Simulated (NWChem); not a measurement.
# Atomisation of chloroform (CHCl3)

SMILES: ClC(Cl)Cl
```xyz
5

Cl     0.8523    -0.0666     1.4736
C     -0.0093     0.4535     0.0000
Cl     0.8523    -0.0666    -1.4736
Cl    -1.6995    -0.1185     0.0000
H     -0.0317     1.5565     0.0000
```
Charge 0, spin multiplicity 1.

All runs are NWChem calculations. Structure: optimised with PBE/def2-SVP, a minimum by its harmonic frequencies.

Basis set: def2-TZVP. The atomisation energy is electronic alone: no zero-point, thermal, spin-orbit or counterpoise terms. No value is extrapolated to the basis-set limit. Free atoms are single determinants with multiplicities Cl 2, C 3, H 2. Correlated methods freeze the same cores in atoms and molecule, 16 orbitals in all.

No SCF solution was tested for a lower state. Open-shell Hartree-Fock references start from PBE0 orbitals.

Task: One of these methods gave an atomisation energy of 316.2 kcal/mol. Which?
A. MP2
B. r2SCAN
C. BLYP
D. BHandHLYP

Result: D, BHandHLYP. The others give 333.7 (BLYP), 344.1 (MP2), 347.2 (r2SCAN).
